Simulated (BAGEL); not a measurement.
# C2H7B (BH2Et) at HF/6-31G(d) (density fitting with qzvpp-jkfit, spherical functions)

Aim: the vertical electron affinity of C2H7B (BH2Et) at HF/6-31G* (density fitting with qzvpp-jkfit, spherical functions), from 2 runs. 

Program for the calculation: BAGEL 1.2.2.

2 further runs of the same task are left out: 2 that didn't finish.

**1. Starting point**

C2H7B has 10 atoms, charge 0, and is taken as a singlet. SMILES: `[H]B([H])CC`. Geometry: relaxed at GFN2-xTB.

Bond lengths: B1–C4 1.575 Å, C4–C5 1.541 Å, B1–H2 1.170 Å, B1–H3 1.169 Å, C4–H6 1.092 Å, C4–H7 1.092 Å, C5–H8 1.088 Å, C5–H9 1.088 Å, C5–H10 1.088 Å. Some angles: B1–C4–C5 108.1°, B1–C4–H6 113.2°, B1–C4–H7 112.6°, C5–C4–H6 107.7°, C5–C4–H7 107.5°, H2–B1–C4 120.0°, H3–B1–C4 120.5°, C4–C5–H8 110.4°, C4–C5–H9 110.6°, C4–C5–H10 110.6°.

**2. A single-point energy at HF/6-31G(d) (density fitting with qzvpp-jkfit, spherical functions)**

job.json reads:

```json
{ "bagel" : [

{
  "title" : "molecule",
  "basis" : "6-31gs.json",
  "df_basis" : "qzvpp-jkfit",
  "angstrom" : "true",
  "geometry" : [
    { "atom" : "B", "xyz" : [       0.618890,       1.165580,       0.551600 ] },
    { "atom" : "H", "xyz" : [       1.788030,       1.159240,       0.515370 ] },
    { "atom" : "H", "xyz" : [       0.047570,       2.183780,       0.484540 ] },
    { "atom" : "C", "xyz" : [      -0.174350,      -0.193390,       0.610760 ] },
    { "atom" : "C", "xyz" : [      -0.334140,      -0.718690,      -0.829460 ] },
    { "atom" : "H", "xyz" : [      -1.172780,      -0.090260,       1.039920 ] },
    { "atom" : "H", "xyz" : [       0.349070,      -0.960890,       1.184490 ] },
    { "atom" : "H", "xyz" : [      -0.877930,      -1.661160,      -0.831080 ] },
    { "atom" : "H", "xyz" : [      -0.883130,      -0.003590,      -1.438210 ] },
    { "atom" : "H", "xyz" : [       0.638770,      -0.880620,      -1.287920 ] }
  ]
},

{
  "title" : "hf"
},

{
  "title" : "print",
  "file" : "orbitals.molden",
  "orbitals" : "true"
}

]}
```

The basis set 6-31G* is read from a file made from the Basis Set Exchange's data (not shown).

Launch:

```console
$ BAGEL_NUM_THREADS=1 BAGEL job.json > job.out
```

The log of the run:

```text
* using 1 threads per process

  ===============================================================
  ===============================================================

  *** Geometry ***

  { "atom" : "B", "xyz" : [      1.169533,      2.202627,      1.042373 ] },
  { "atom" : "H", "xyz" : [      3.378887,      2.190646,      0.973908 ] },
  { "atom" : "H", "xyz" : [      0.089894,      4.126746,      0.915648 ] },
  { "atom" : "C", "xyz" : [     -0.329474,     -0.365454,      1.154169 ] },
  { "atom" : "C", "xyz" : [     -0.631433,     -1.358127,     -1.567452 ] },
  { "atom" : "H", "xyz" : [     -2.216233,     -0.170567,      1.965164 ] },
  { "atom" : "H", "xyz" : [      0.659647,     -1.815819,      2.238362 ] },
  { "atom" : "H", "xyz" : [     -1.659047,     -3.139137,     -1.570514 ] },
  { "atom" : "H", "xyz" : [     -1.668874,     -0.006784,     -2.717823 ] },
  { "atom" : "H", "xyz" : [      1.207100,     -1.664131,     -2.433816 ] },

  Number of auxiliary basis functions:      351

  Since a DF basis is specified, we compute 2- and 3-index integrals:
    o Being stored without compression. Storage requirement is 0.009 GB

  Number of basis functions:       56
  Number of electrons      :       24

    * METHOD: MOLECULE                             0.11

  *** RHF ***

  === Nuclear Repulsion ===
    69.1756585149

      * DIIS with orbital gradients will be used.

  === RHF iteration (6-31gs.json) ===
      0       -104.38714475          0.01796738           0.01
      1       -104.45956026          0.00634235           0.01
      2       -104.46885985          0.00200196           0.01
      3       -104.46989973          0.00020578           0.01
      4       -104.46991703          0.00006078           0.01
      5       -104.46991884          0.00001457           0.01
      6       -104.46991894          0.00000435           0.01
      7       -104.46991895          0.00000168           0.01
      8       -104.46991895          0.00000065           0.01
      9       -104.46991895          0.00000022           0.01
     10       -104.46991895          0.00000007           0.01
     11       -104.46991895          0.00000002           0.01
     12       -104.46991895          0.00000001           0.01
    * SCF iteration converged.

    * Permanent dipole moment:
           (    0.084545,     0.155384,     0.008665) a.u.

    * METHOD: HF                                   0.25

    * METHOD: PRINT                                0.01

  ===============================================================
```

Run time: 0.48 s. Hardware: 1 thread of Arm Neoverse V1, shared host; peak memory 0.082 GiB.

**3. The doublet anion at the same level**

Changes to job.json since step 2:

```diff
@@ -6,3 +6,3 @@
   "df_basis" : "qzvpp-jkfit",
-  "angstrom" : "true",
+  "angstrom" : true,
   "geometry" : [
@@ -22,3 +22,5 @@
 {
-  "title" : "hf"
+  "title" : "uhf",
+  "charge" : -1,
+  "nopen" : 1
 },
@@ -28,3 +30,3 @@
   "file" : "orbitals.molden",
-  "orbitals" : "true"
+  "orbitals" : true
 }
```

The basis set 6-31G* is read from a file made from the Basis Set Exchange's data (not shown).

Launch:

```console
$ BAGEL_NUM_THREADS=1 BAGEL job.json > job.out
```

The log of the run:

```text
* using 1 threads per process

  ===============================================================
  ===============================================================

  *** Geometry ***

  { "atom" : "B", "xyz" : [      1.169533,      2.202627,      1.042373 ] },
  { "atom" : "H", "xyz" : [      3.378887,      2.190646,      0.973908 ] },
  { "atom" : "H", "xyz" : [      0.089894,      4.126746,      0.915648 ] },
  { "atom" : "C", "xyz" : [     -0.329474,     -0.365454,      1.154169 ] },
  { "atom" : "C", "xyz" : [     -0.631433,     -1.358127,     -1.567452 ] },
  { "atom" : "H", "xyz" : [     -2.216233,     -0.170567,      1.965164 ] },
  { "atom" : "H", "xyz" : [      0.659647,     -1.815819,      2.238362 ] },
  { "atom" : "H", "xyz" : [     -1.659047,     -3.139137,     -1.570514 ] },
  { "atom" : "H", "xyz" : [     -1.668874,     -0.006784,     -2.717823 ] },
  { "atom" : "H", "xyz" : [      1.207100,     -1.664131,     -2.433816 ] },

  Number of auxiliary basis functions:      351

  Since a DF basis is specified, we compute 2- and 3-index integrals:
    o Being stored without compression. Storage requirement is 0.009 GB

  Number of basis functions:       56
  Number of electrons      :       24

    * METHOD: MOLECULE                             0.11

  *** Open-shell HF ***

  === Nuclear Repulsion ===
    69.1756585149

      * DIIS with orbital gradients will be used.

  === UHF iteration (6-31gs.json) ===
      0       -104.24223829          0.04583779           0.03
      1       -104.37183307          0.01776655           0.03
      2       -104.39044415          0.00841575           0.03
      3       -104.39473981          0.00119780           0.03
      4       -104.39506475          0.00024009           0.03
      5       -104.39510499          0.00009793           0.03
      6       -104.39512331          0.00002448           0.03
      7       -104.39512575          0.00000906           0.03
      8       -104.39512638          0.00000272           0.03
      9       -104.39512646          0.00000087           0.03
     10       -104.39512647          0.00000032           0.03
     11       -104.39512648          0.00000015           0.03
     12       -104.39512648          0.00000008           0.03
     13       -104.39512648          0.00000004           0.03
     14       -104.39512648          0.00000001           0.03
     15       -104.39512648          0.00000001           0.03
    * SCF iteration converged.

    * S^2 (UHF) is 0.7622

    * Permanent dipole moment:
           (    0.951483,     1.767724,     0.738480) a.u.

    * METHOD: UHF                                  0.53

    * METHOD: PRINT                                0.01

  ===============================================================
```

It took 0.76 s on 1 thread of Arm Neoverse V1, shared host; peak memory 0.082 GiB.

**4. Results**

Level: HF/6-31G* (density fitting with qzvpp-jkfit, spherical functions).

| quantity | value |
| --- | --- |
| singlet C2H7B: total energy | -104.46992 Eh |
| singlet C2H7B: dipole moment | 0.45 D |
| singlet C2H7B: HOMO energy | -12.08 eV |
| singlet C2H7B: LUMO energy | 2.98 eV |
| singlet C2H7B: HOMO–LUMO gap | 15.06 eV |
| doublet anion: total energy | -104.39513 Eh |
| doublet anion: ⟨S²⟩ | 0.762 |
| vertical electron affinity (to the doublet anion) | -2.035 eV |

What this shows: The anion lies 2.04 eV (47 kcal/mol) above the neutral: the electron isn't bound at this level, and such a value depends on the basis. Without diffuse functions anions come out too high. Hartree–Fock misses the correlation that binds many anions.
